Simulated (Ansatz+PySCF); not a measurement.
A calculation with Ansatz (development build ahead of 0.2.0).

```yaml
crystal:
  periodic: [false, false, false]
  atoms:
    - { symbol: "N", position_ang: [0.0, 0.0, -0.56053] }
    - { symbol: O, position_ang: [0.0, 0.0, 0.49047] }
basis:
  gaussian: { orbitals: def2-SVP }
magnetization:
  initial_magnetization: 1
hamiltonian:
  xc: hf
correlation:
  method: ccsd_t
  frozen_orbitals: { "N": 1, O: 1 }
scf:
  omitted_lower_state_checks: [starts, atomic_configurations, cluster_reference, orbital_swaps, given_window_search, neighbouring_geometries, increment]
```

The input is written out in the form of the current development build from the run's settings. Correlation on restricted open-shell orbitals is semicanonical, with singles.

The run gave:

```json
{
 "Converged": "yes",
 "Reference energy": "-129.12381 hartree",
 "CCSD correlation energy": "-0.31594 hartree",
 "Triples correction": "-0.00910 hartree",
 "Total energy": "-129.44885 hartree",
 "Spin squared of the determinant": "0.750",
 "Stability test": "minimum among restricted orbitals",
 "Largest doubles amplitude": "0.10"
}
```
